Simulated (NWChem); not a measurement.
Correlation energy of formaldehyde (CH2O)

SMILES: C=O
```xyz
4

C      0.0000     0.0000     0.5228
O      0.0000     0.0000    -0.6733
H     -0.9444     0.0000     1.1247
H      0.9444     0.0000     1.1247
```
Charge 0, spin multiplicity 1.

Everything below was run with NWChem. All single points use one geometry, from PBE0/def2-SVP, a minimum by its harmonic frequencies.

Basis set: def2-TZVP. Each correlation energy counts from its own Hartree-Fock reference.

```
method        correlation energy (mHa)  difference from CCSD(T)
------------  ------------------------  -----------------------
MP2                             -388.0                    +27.4
SCS-MP2                         -384.4                    +31.0
CCSD                            -399.4                    +16.0
CR-CCSD(T)                      -412.5                     +3.0
CR-CCSD[T]                      -413.3                     +2.1
CCSD+T(CCSD)                    -416.5                     -1.0
CCSD(T)                         -415.5                      0.0
```

The values span 32.1 mHa, from CCSD+T(CCSD) (lowest) to SCS-MP2 (highest). 

The correlated methods keep 2 core orbitals frozen. No row is a measurement; the coupled-cluster row has its own basis-set and correlation limits.
